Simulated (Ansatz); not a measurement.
**SiH₃Cl + SiH₃ radical: a complex and its separated parts**

The complex below is one end of an elementary step. How strongly is it bound against its free parts?

Computed with Ansatz 0.2.0, Gaussian basis. Level: PBE0-D4/def2-TZVP structures, single points in def2-TZVPP, no counterpoise correction.

Levels: SPW92, PBE-D4, BLYP-D4, r2SCAN-D4, B97M-V, PBE0-D4, B3LYP-D4, r2SCAN0-D4, BHLYP-D4, CAM-B3LYP-D4, wB97X-V, wB97M-V, B2PLYP, PBE-QIDH, RPA on PBE, Hartree-Fock, MP2, CCSD, CCSD(T).

Correlated methods freeze the cores. Orbitals are unrestricted. B3LYP uses VWN-RPA correlation. B2PLYP carries no dispersion term here.

## Step 1: Starting geometry

The complex: 9 atoms, charge 0, spin multiplicity 2.

Atoms are counted from 1 here; the program's logs count them from 0.

Bond lengths: Cl1–Si2 2.054 Å, Si2–H4 1.481 Å, Si2–H5 1.481 Å, Si2–H6 1.481 Å, Si3–H7 1.486 Å, Si3–H8 1.486 Å, Si3–H9 1.486 Å. Angles: Cl1–Si2–H4 108.5°, Cl1–Si2–H5 108.5°, Cl1–Si2–H6 108.5°, H4–Si2–H5 110.4°, H4–Si2–H6 110.4°, H5–Si2–H6 110.4°, H7–Si3–H8 111.1°, H7–Si3–H9 111.1°, H8–Si3–H9 111.1°.

Coordinates:

```
Cl   -0.53795    0.59161   -0.30655
Si   -1.84539    1.99064   -1.05054
Si    1.98855   -2.14604    1.13227
H    -2.11300    1.67576   -2.47249
H    -3.09850    1.92924   -0.26401
H    -1.22383    3.32895   -0.92679
H     3.26729   -2.01760    0.38579
H     2.18348   -1.86699    2.57901
H     1.37955   -3.48557    0.92332
```

Its parts: SiH₃Cl holds atoms 1, 2, 4, 5, 6; SiH₃ radical holds atoms 3, 7, 8, 9. Each part counts its atoms afresh in its own runs.

## Step 2: Relaxing SiH₃Cl alone

File relax-a/in.yaml:

```yaml
crystal:
  periodic: [false, false, false]
  atoms:
    - {symbol: Cl, position_ang: [-0.537945, 0.591611, -0.306554]}
    - {symbol: Si, position_ang: [-1.845387, 1.990638, -1.050544]}
    - {symbol: H, position_ang: [-2.112998, 1.675763, -2.472491]}
    - {symbol: H, position_ang: [-3.098503, 1.929235, -0.264014]}
    - {symbol: H, position_ang: [-1.223833, 3.328949, -0.926786]}
basis:
  gaussian: {orbitals: def2-TZVP}
hamiltonian: {xc: pbe0, dispersion: d4}
relax: {f_tol: 0.005, max_steps: 200}
```

No record of the launch command was kept for these runs.

Further steps of the session: Relaxing SiH₃ radical alone; wB97M-V/def2-TZVPP; CCSD(T)/def2-TZVPP; Vibrations of SiH₃Cl; Vibrations of SiH₃ radical.

**Question.** What will these runs give? Wanted: complex less parts, CCSD(T)/def2-TZVPP; with zero-point energy; largest T1 diagnostic.

The runs gave:

```
                              quantity         value
complex less parts, CCSD(T)/def2-TZVPP  -0.74 kJ/mol
                with zero-point energy  -0.45 kJ/mol
                 largest T1 diagnostic         0.016
```

In words: At CCSD(T) the complex lies 0.74 kJ/mol below its parts. wB97M-V is the best functional here (-0.34 kJ/mol from CCSD(T)); SPW92 is the worst (-4.24 kJ/mol). Mean unsigned error by rung: LDA 4.24, GGA 2.82, meta-GGA 1.88, hybrid 2.08, range-separated hybrid 0.98, double hybrid 0.68 kJ/mol. PBE-D4 gives a relative energy 2.92 kJ/mol too low, an error of 395 % of the reference. The complex's frequency run has imaginary modes: the structure is no minimum, so both the energy and the zero-point correction are in doubt. No counterpoise was applied, and triple zeta lacks some correlation, so the CCSD(T) reference has a basis error of its own, and close matches with it are partly luck.
